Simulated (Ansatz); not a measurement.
# CF3 with multiplicity 2: inversion of the pyramid at C2

Aim: the minimum-energy path and barrier of the inversion of the pyramid at C2. The ends are relaxed first, then joined by a nudged elastic band. SMILES of the start: F[C](F)F.

All numbers below are computed with Ansatz 0.2.0 (UKS r2SCANh-D4/def2-SVP).

**1. The starting structure**

Bond lengths: F1–C2 1.320 Å, C2–F3 1.320 Å, C2–F4 1.321 Å. Angles: F1–C2–F3 112.2°, F1–C2–F4 112.1°, F3–C2–F4 112.1°.

Coordinates:

```xyz
4

F    -1.2405    0.0242    0.2630
C    -0.0381   -0.0575   -0.2747
F     0.6650   -1.0564    0.2246
F     0.6137    1.0896   -0.2129
```

**2. Relaxing end A**

Input file input.yaml:

```yaml
crystal:
  periodic: [false, false, false]
  atoms:
    - { symbol: F, position_ang: [-1.24053, 0.02422, 0.26301] }
    - { symbol: C, position_ang: [-0.03811, -0.05747, -0.27469] }
    - { symbol: F, position_ang: [0.66499, -1.0564, 0.22458] }
    - { symbol: F, position_ang: [0.61365, 1.08964, -0.2129] }
magnetization:
  spin_polarized: true
  initial_magnetization: 1
basis:
  gaussian: { orbitals: def2-SVP }
hamiltonian:
  xc: r2scanh
  dispersion: d4
relax:
  f_tol: 0.015
  max_steps: 40
output:
  orbitals: {}
```

Command:

```console
$ ansatz run input.yaml --threads 1 --pin off --max-ram 2048MiB --backend cpu --events-out ev --progress --plain --runs-dir out
```

Output, cut to the lines that bear on the results:

```text
Warning: RAYON_NUM_THREADS=1 ignored (pool sized by the plan → 1); use --threads N
[...]
Functional definition: r2SCANh
[...]
590 factors; integrals over basis functions are off by at most 2.3e-4 eV
[...]
mean field -9174.13274643 eV, -337.1431599806 hartree, gradient 4.4e-5 eV, S^2 0.752402; 0 other end points of the search recorded, 0 dependent functions left out
[...]
reference -9174.13274945 eV, -337.1431600919 hartree; 17, 16 occupied and 39, 40 virtual orbitals, 590 factors
relax step   1: F+E_penalty+E_count = -9174.14175265 eV  Δ(F+E_penalty+E_count) = +0.000e0 eV  max|allowed force component| = 4.777e-1 eV/Å  Δτ_max = 0.0000 Å  (26 SCF iters, accepted)
[...]
relax step   3: F+E_penalty+E_count = -9174.15396801 eV  Δ(F+E_penalty+E_count) = -1.697e-3 eV  max|allowed force component| = 4.020e-2 eV/Å  Δτ_max = 0.0064 Å  (27 SCF iters, accepted)
[...]
relax step   4: F+E_penalty+E_count = -9174.15400090 eV  Δ(F+E_penalty+E_count) = -3.289e-5 eV  max|allowed force component| = 3.571e-3 eV/Å  Δτ_max = 0.0008 Å  (21 SCF iters, accepted)
590 factors; integrals over basis functions are off by at most 2.3e-4 eV
[...]
mean field -9174.14499063 eV, -337.1436099469 hartree, gradient 6.2e-5 eV, S^2 0.752356; 1 other end points of the search recorded, 0 dependent functions left out
[...]
reference -9174.14499369 eV, -337.1436100591 hartree; 17, 16 occupied and 39, 40 virtual orbitals, 590 factors
Total energy: -9174.15400396 eV, -337.1439411804 hartree
Atom 0 at    -1.227193     0.025013     0.266063 Å, force    -0.000298    -0.001393     0.000914 eV/Å
Atom 1 at    -0.039820    -0.059955    -0.288933 Å, force     0.001915     0.003571    -0.001402 eV/Å
Atom 2 at     0.658931    -1.044621     0.228031 Å, force    -0.000970    -0.000998     0.000952 eV/Å
Atom 3 at     0.608082     1.079554    -0.205161 Å, force    -0.000648    -0.001180    -0.000464 eV/Å
Dipole moment:    -0.008168    -0.012331    -0.058842 e Å
```

Run time: 16 s. Hardware: 1 thread of Arm Neoverse V2, shared host; peak memory 0.16 GiB.

Step by step:

| step | energy from step 1 (eV) | largest force component (eV/Å) |
| --- | --- | --- |
| 1 | 0.0000 | 0.4777 |
| 2 | -0.0105 | 0.3382 |
| 3 | -0.0122 | 0.0402 |
| 4 | -0.0122 | 0.0036 |

Step 1 is the start.

After: Bond lengths: F1–C2 1.313 Å, C2–F3 1.313 Å, C2–F4 1.313 Å. Angles: F1–C2–F3 111.3°, F1–C2–F4 111.3°, F3–C2–F4 111.3°.

**3. Relaxing end B**

The second end starts from a geometry with the move made by hand.

Input file input.yaml:

```yaml
crystal:
  periodic: [false, false, false]
  atoms:
    - { symbol: F, position_ang: [-1.23197, 0.07772, -0.82062] }
    - { symbol: C, position_ang: [-0.03811, -0.05747, -0.27469] }
    - { symbol: F, position_ang: [0.67355, -1.00291, -0.85878] }
    - { symbol: F, position_ang: [0.61365, 1.08964, -0.2129] }
magnetization:
  spin_polarized: true
  initial_magnetization: 1
basis:
  gaussian: { orbitals: def2-SVP }
hamiltonian:
  xc: r2scanh
  dispersion: d4
relax:
  f_tol: 0.015
  max_steps: 40
```

Command:

```console
$ ansatz run input.yaml --threads 1 --pin off --max-ram 2048MiB --backend cpu --events-out ev --progress --plain --runs-dir out
```

Output, cut to the lines that bear on the results:

```text
Warning: RAYON_NUM_THREADS=1 ignored (pool sized by the plan → 1); use --threads N
[...]
[... 1 set-up line as earlier in the session ...]
[...]
590 factors; integrals over basis functions are off by at most 2.2e-4 eV
[...]
mean field -9174.13274419 eV, -337.1431598986 hartree, gradient 4.4e-5 eV, S^2 0.752402; 0 other end points of the search recorded, 0 dependent functions left out
[...]
reference -9174.13274722 eV, -337.1431600100 hartree; 17, 16 occupied and 39, 40 virtual orbitals, 590 factors
relax step   1: F+E_penalty+E_count = -9174.14175042 eV  Δ(F+E_penalty+E_count) = +0.000e0 eV  max|allowed force component| = 4.784e-1 eV/Å  Δτ_max = 0.0000 Å  (26 SCF iters, accepted)
[...]
relax step   3: F+E_penalty+E_count = -9174.15396801 eV  Δ(F+E_penalty+E_count) = -1.698e-3 eV  max|allowed force component| = 3.793e-2 eV/Å  Δτ_max = 0.0064 Å  (27 SCF iters, accepted)
[...]
relax step   4: F+E_penalty+E_count = -9174.15400090 eV  Δ(F+E_penalty+E_count) = -3.290e-5 eV  max|allowed force component| = 3.409e-3 eV/Å  Δτ_max = 0.0008 Å  (21 SCF iters, accepted)
590 factors; integrals over basis functions are off by at most 2.2e-4 eV
[...]
mean field -9174.14499063 eV, -337.1436099469 hartree, gradient 6.2e-5 eV, S^2 0.752356; 1 other end points of the search recorded, 0 dependent functions left out
[...]
reference -9174.14499369 eV, -337.1436100592 hartree; 17, 16 occupied and 39, 40 virtual orbitals, 590 factors
Total energy: -9174.15400396 eV, -337.1439411805 hartree
Atom 0 at    -1.218585     0.078801    -0.823368 Å, force    -0.000278    -0.001292    -0.001047 eV/Å
Atom 1 at    -0.040044    -0.061345    -0.260789 Å, force     0.001880     0.003409     0.001774 eV/Å
Atom 2 at     0.667538    -0.990844    -0.861150 Å, force    -0.000948    -0.000899    -0.001060 eV/Å
Atom 3 at     0.608211     1.080369    -0.221683 Å, force    -0.000654    -0.001219     0.000334 eV/Å
Dipole moment:    -0.009085    -0.018060     0.057205 e Å
```

Wall time 16 s (1 thread of Arm Neoverse V2, shared host); peak memory 0.16 GiB.

Step by step:

| step | energy from step 1 (eV) | largest force component (eV/Å) |
| --- | --- | --- |
| 1 | 0.0000 | 0.4784 |
| 2 | -0.0105 | 0.3264 |
| 3 | -0.0122 | 0.0379 |
| 4 | -0.0123 | 0.0034 |

Step 1 is the start.

After: Bond lengths: F1–C2 1.313 Å, C2–F3 1.313 Å, C2–F4 1.313 Å. Angles: F1–C2–F3 111.3°, F1–C2–F4 111.3°, F3–C2–F4 111.3°.

**4. The band**

crystal.atoms is end A as relaxed above, and neb.final_atoms is end B, turned to lie on A. With 5 inner images the band has 7 in all.

Input file input.yaml:

```yaml
crystal:
  periodic: [false, false, false]
  atoms:
    - { symbol: F, position_ang: [-1.227193, 0.025013, 0.266063] }
    - { symbol: C, position_ang: [-0.03982, -0.059955, -0.288933] }
    - { symbol: F, position_ang: [0.658931, -1.044621, 0.228031] }
    - { symbol: F, position_ang: [0.608082, 1.079554, -0.205161] }
magnetization:
  spin_polarized: true
  initial_magnetization: 1
basis:
  gaussian: { orbitals: def2-SVP }
hamiltonian:
  xc: r2scanh
  dispersion: d4
neb:
  order_check: false
  images: 5
  f_tol: 0.05
  max_iterations: 60
  initial_path: idpp
  final_atoms:
    - { symbol: F, position_ang: [-1.25371742, -0.01490809, 0.07341095] }
    - { symbol: C, position_ang: [0.03974545, 0.05979752, 0.28897487] }
    - { symbol: F, position_ang: [0.63240646, -1.08454255, 0.03537533] }
    - { symbol: F, position_ang: [0.58156551, 1.03964412, -0.39776115] }
```

Command:

```console
$ ansatz run input.yaml --threads 1 --pin off --max-ram 2048MiB --backend cpu --events-out ev --progress --plain --runs-dir out
```

Output, cut to the lines that bear on the results:

```text
Warning: RAYON_NUM_THREADS=1 ignored (pool sized by the plan → 1); use --threads N
[...]
[... 1 set-up line as earlier in the session ...]
[...]
590 factors; integrals over basis functions are off by at most 2.3e-4 eV
[...]
mean field -9174.14499061 eV, -337.1436099462 hartree, gradient 5.2e-5 eV, S^2 0.752356; 0 other end points of the search recorded, 0 dependent functions left out
[...]
reference -9174.14499367 eV, -337.1436100584 hartree; 17, 16 occupied and 39, 40 virtual orbitals, 590 factors
590 factors; integrals over basis functions are off by at most 3.1e-4 eV
[...]
mean field -9174.14499046 eV, -337.1436099405 hartree, gradient 4.6e-5 eV, S^2 0.752356; 0 other end points of the search recorded, 0 dependent functions left out
[...]
reference -9174.14499351 eV, -337.1436100527 hartree; 17, 16 occupied and 39, 40 virtual orbitals, 590 factors
[...]
reference -9173.92499652 eV, -337.1355253125 hartree; 17, 16 occupied and 39, 40 virtual orbitals, 590 factors
NEB iter   1: max|band force component| = 8.889e-1 eV/Å  barrier→ = 1.1331 eV  barrier← = 1.1331 eV  Δτ_max = 0.0099 Å  (174 SCF iters)
[...]
NEB iter   2: max|band force component| = 2.817e-1 eV/Å  barrier→ = 1.1157 eV  barrier← = 1.1157 eV  CI = image 3  Δτ_max = 0.0046 Å  (138 SCF iters)
[...]
NEB iter   3: max|band force component| = 1.340e-2 eV/Å  barrier→ = 1.1137 eV  barrier← = 1.1137 eV  CI = image 3  Δτ_max = 0.0000 Å  (275 SCF iters)
Total energy: -9173.04029997 eV, -337.1030133140 hartree
Atom 0 at    -1.296903     0.005235     0.177474 Å, force    -0.013402    -0.000478     0.001944 eV/Å
Atom 1 at     0.000001    -0.000027     0.000005 Å, force     0.000909     0.001098    -0.000353 eV/Å
Atom 2 at     0.675007    -1.113074     0.137721 Å, force     0.006375    -0.011735     0.001554 eV/Å
Atom 3 at     0.621895     1.107857    -0.315201 Å, force     0.006117     0.011115    -0.003145 eV/Å
Dipole moment:    -0.000002    -0.000041     0.000009 e Å
this run last wrote the band of iteration 3 to <dir>
```

Run time: 72 s. Hardware: 1 thread of Arm Neoverse V2, shared host; peak memory 0.16 GiB.

**5. What the band shows**

The 5 inner images lie between the fixed ends 0 and 6. Energy is taken from image 0, and the path length is the program's own coordinate along the band.

| image | path (Å) | energy (eV) | sum of angles at C2 (°) | band force (eV/Å) |
| --- | --- | --- | --- | --- |
| 0 | 0.000 | 0.0000 | 333.8 | - |
| 1 | 0.121 | 0.2155 | 347.3 | 0.006 |
| 2 | 0.242 | 0.7567 | 356.7 | 0.011 |
| 3* | 0.363 | 1.1137 | 360.0 | 0.013 |
| 4 | 0.484 | 0.7567 | 356.7 | 0.011 |
| 5 | 0.604 | 0.2155 | 347.3 | 0.006 |
| 6 | 0.725 | 0.0000 | 333.8 | - |

The star marks the climbing image.

image, energy (eV) and a bar:
```
        0      0.000 
        1      0.215 ######
        2      0.757 ####################
        3      1.114 ##############################
        4      0.757 ####################
        5      0.215 ######
        6      0.000
```

The top of the band by iteration:

| iteration | highest image above image 0 (eV) | largest band force (eV/Å) |
| --- | --- | --- |
| 1 | 1.1331 | 0.889 |
| 2 | 1.1157 | 0.282 |
| 3 | 1.1137 | 0.013 |

The band as a trajectory file:

```xyz
4
image=0 dE=0.0000
F    -1.227    0.025    0.266
C    -0.040   -0.060   -0.289
F     0.659   -1.045    0.228
F     0.608    1.080   -0.205
4
image=1 dE=0.2155
F    -1.264    0.019    0.241
C    -0.027   -0.041   -0.199
F     0.672   -1.079    0.202
F     0.620    1.101   -0.243
4
image=2 dE=0.7567
F    -1.286    0.012    0.210
C    -0.014   -0.021   -0.101
F     0.676   -1.101    0.171
F     0.624    1.109   -0.280
4
image=3 dE=1.1137
F    -1.297    0.005    0.177
C     0.000    0.000    0.000
F     0.675   -1.113    0.138
F     0.622    1.108   -0.315
4
image=4 dE=0.7567
F    -1.295   -0.002    0.143
C     0.014    0.021    0.101
F     0.667   -1.115    0.103
F     0.614    1.096   -0.347
4
image=5 dE=0.2155
F    -1.282   -0.009    0.108
C     0.027    0.041    0.199
F     0.654   -1.106    0.069
F     0.601    1.074   -0.376
4
image=6 dE=0.0000
F    -1.254   -0.015    0.073
C     0.040    0.060    0.289
F     0.632   -1.085    0.035
F     0.582    1.040   -0.398
```

**6. Vibrations at the top**

The geometry is the highest inner image of the first converged band.

Input file input.yaml:

```yaml
crystal:
  periodic: [false, false, false]
  atoms:
    - { symbol: F, position_ang: [-1.296903, 0.005235, 0.177474] }
    - { symbol: C, position_ang: [1.0e-06, -2.7e-05, 5.0e-06] }
    - { symbol: F, position_ang: [0.675007, -1.113074, 0.137721] }
    - { symbol: F, position_ang: [0.621895, 1.107857, -0.315201] }
magnetization:
  spin_polarized: true
  initial_magnetization: 1
basis:
  gaussian: { orbitals: def2-SVP }
hamiltonian:
  xc: r2scanh
  dispersion: d4
phonons: {}
```

Command:

```console
$ ansatz run input.yaml --threads 1 --pin off --max-ram 2048MiB --backend cpu --events-out ev --progress --plain --runs-dir out
```

Output, cut to the lines that bear on the results:

```text
Warning: RAYON_NUM_THREADS=1 ignored (pool sized by the plan → 1); use --threads N
[...]
[... 1 set-up line as earlier in the session ...]
[...]
590 factors; integrals over basis functions are off by at most 3.5e-4 eV
[...]
mean field -9173.03130662 eV, -337.1026828143 hartree, gradient 5.3e-5 eV, S^2 0.756489; 0 other end points of the search recorded, 0 dependent functions left out
[...]
reference -9173.03130957 eV, -337.1026829228 hartree; 17, 16 occupied and 39, 40 virtual orbitals, 590 factors
[...]
590 factors; integrals over basis functions are off by at most 3.5e-4 eV
[...]
mean field -9173.03128406 eV, -337.1026819852 hartree, gradient 2.4e-6 eV, S^2 0.756489; 0 other end points of the search recorded, 0 dependent functions left out
[...]
reference -9173.03128701 eV, -337.1026820937 hartree; 17, 16 occupied and 39, 40 virtual orbitals, 590 factors
[...]
590 factors; integrals over basis functions are off by at most 3.5e-4 eV
[...]
590 factors; integrals over basis functions are off by at most 3.5e-4 eV
mean field -9173.03127777 eV, -337.1026817543 hartree, gradient 1.6e-6 eV, S^2 0.756482; 0 other end points of the search recorded, 0 dependent functions left out
[...]
reference -9173.03128073 eV, -337.1026818629 hartree; 17, 16 occupied and 39, 40 virtual orbitals, 590 factors
WARN: phonons: modes at or below zero, which the zero-point energy, F, S and C_V leave out: 1, the lowest at -1106.68 cm⁻¹. A minimum has none, and a first-order saddle one
Total energy: -9173.04030001 eV, -337.1030133152 hartree
Atom 0 at    -1.296903     0.005235     0.177474 Å, force    -0.013427    -0.000473     0.001947 eV/Å
Atom 1 at     0.000001    -0.000027     0.000005 Å, force     0.000933     0.001096    -0.000356 eV/Å
Atom 2 at     0.675007    -1.113074     0.137721 Å, force     0.006380    -0.011736     0.001554 eV/Å
Atom 3 at     0.621895     1.107857    -0.315201 Å, force     0.006114     0.011112    -0.003145 eV/Å
Dipole moment:    -0.000003    -0.000041     0.000009 e Å
Vibrations: -1106.68 480.83 480.87 913.20 1479.41 1479.70 cm⁻¹, zero-point energy 0.299671 eV
```

It took 34 s on 1 thread of Arm Neoverse V2, shared host; peak memory 0.16 GiB.

Of 6 modes, 1 is imaginary by more than 30 cm⁻¹ (1107i cm⁻¹).

**7. Another band, settings changed**

crystal.atoms is end A as relaxed above, and neb.final_atoms is end B, turned to lie on A. With 5 inner images the band has 7 in all.

Input file input.yaml:

```yaml
crystal:
  periodic: [false, false, false]
  atoms:
    - { symbol: F, position_ang: [-1.227193, 0.025013, 0.266063] }
    - { symbol: C, position_ang: [-0.03982, -0.059955, -0.288933] }
    - { symbol: F, position_ang: [0.658931, -1.044621, 0.228031] }
    - { symbol: F, position_ang: [0.608082, 1.079554, -0.205161] }
magnetization:
  spin_polarized: true
  initial_magnetization: 1
basis:
  gaussian: { orbitals: def2-SVP }
hamiltonian:
  xc: r2scanh
  dispersion: d4
neb:
  order_check: false
  images: 5
  f_tol: 0.05
  max_iterations: 60
  initial_path: linear
  final_atoms:
    - { symbol: F, position_ang: [-1.25371742, -0.01490809, 0.07341095] }
    - { symbol: C, position_ang: [0.03974545, 0.05979752, 0.28897487] }
    - { symbol: F, position_ang: [0.63240646, -1.08454255, 0.03537533] }
    - { symbol: F, position_ang: [0.58156551, 1.03964412, -0.39776115] }
```

Command:

```console
$ ansatz run input.yaml --threads 1 --pin off --max-ram 2048MiB --backend cpu --events-out ev --progress --plain --runs-dir out
```

Output, cut to the lines that bear on the results:

```text
Warning: RAYON_NUM_THREADS=1 ignored (pool sized by the plan → 1); use --threads N
[...]
[... 1 set-up line as earlier in the session ...]
[...]
590 factors; integrals over basis functions are off by at most 2.3e-4 eV
[...]
mean field -9174.14499061 eV, -337.1436099462 hartree, gradient 5.2e-5 eV, S^2 0.752356; 0 other end points of the search recorded, 0 dependent functions left out
[...]
reference -9174.14499367 eV, -337.1436100584 hartree; 17, 16 occupied and 39, 40 virtual orbitals, 590 factors
590 factors; integrals over basis functions are off by at most 3.1e-4 eV
[...]
mean field -9174.14499046 eV, -337.1436099405 hartree, gradient 4.6e-5 eV, S^2 0.752356; 0 other end points of the search recorded, 0 dependent functions left out
[...]
reference -9174.14499351 eV, -337.1436100527 hartree; 17, 16 occupied and 39, 40 virtual orbitals, 590 factors
[...]
reference -9173.84873883 eV, -337.1327228941 hartree; 17, 16 occupied and 39, 40 virtual orbitals, 590 factors
NEB iter   1: max|band force component| = 4.012e0 eV/Å  barrier→ = 1.4394 eV  barrier← = 1.4394 eV  Δτ_max = 0.0391 Å  (174 SCF iters)
[...]
NEB iter   3: max|band force component| = 1.840e-1 eV/Å  barrier→ = 1.1146 eV  barrier← = 1.1146 eV  CI = image 3  Δτ_max = 0.0030 Å  (140 SCF iters)
[...]
NEB iter   4: max|band force component| = 1.082e-2 eV/Å  barrier→ = 1.1137 eV  barrier← = 1.1137 eV  CI = image 3  Δτ_max = 0.0000 Å  (247 SCF iters)
Total energy: -9173.04030157 eV, -337.1030133726 hartree
Atom 0 at    -1.296942     0.005223     0.177483 Å, force    -0.010823    -0.000276     0.001548 eV/Å
Atom 1 at     0.000008    -0.000016     0.000002 Å, force     0.000581     0.000539    -0.000192 eV/Å
Atom 2 at     0.675016    -1.113115     0.137729 Å, force     0.005220    -0.009397     0.001229 eV/Å
Atom 3 at     0.621918     1.107899    -0.315214 Å, force     0.005022     0.009134    -0.002584 eV/Å
Dipole moment:     0.000009    -0.000022     0.000003 e Å
this run last wrote the band of iteration 4 to <dir>
```

Run time: 89 s. Hardware: 1 thread of Arm Neoverse V2, shared host; peak memory 0.16 GiB.

**8. What the band shows**

Images 0 and 6 are the ends. Energies count from image 0; the path length is the program's own measure over all atoms.

| image | path (Å) | energy (eV) | sum of angles at C2 (°) | band force (eV/Å) |
| --- | --- | --- | --- | --- |
| 0 | 0.000 | 0.0000 | 333.8 | - |
| 1 | 0.121 | 0.2159 | 347.3 | 0.004 |
| 2 | 0.242 | 0.7572 | 356.7 | 0.010 |
| 3* | 0.363 | 1.1137 | 360.0 | 0.011 |
| 4 | 0.483 | 0.7572 | 356.7 | 0.010 |
| 5 | 0.604 | 0.2159 | 347.3 | 0.005 |
| 6 | 0.725 | 0.0000 | 333.8 | - |

The star marks the climbing image.

image, energy (eV) and a bar:
```
        0      0.000 
        1      0.216 ######
        2      0.757 ####################
        3      1.114 ##############################
        4      0.757 ####################
        5      0.216 ######
        6      0.000
```

**9. What came out**

| quantity | value |
| --- | --- |
| end A | 3 moves, 0.012 eV lower |
| end B | 3 moves, 0.012 eV lower |
| first band: barrier forwards | 1.114 eV |
| first band: barrier backwards | 1.114 eV |
| first band: second end relative to first | 0.000 eV |
| first band: highest image | 3 of 0 to 6, climbing |
| first band: band iterations | 3 |
| imaginary modes at the top | 1107i cm⁻¹ |
| second band | top 1.114 eV above image 0, 4 iterations, 5 inner images |
| time, first and second band | 72 s and 89 s |

In words: In the first band: the barrier from the first end is 1.11 eV, 43 times kT at 300 K; with a typical attempt rate of 10^13 per second that is roughly 10^-6 events a second. The ends differ by 1 meV at most. One imaginary mode, as a first-order saddle point has. The second band's top agrees with the first's to 1 meV, so the changed settings hardly move the height. These are electronic energies, with no zero-point or thermal terms.
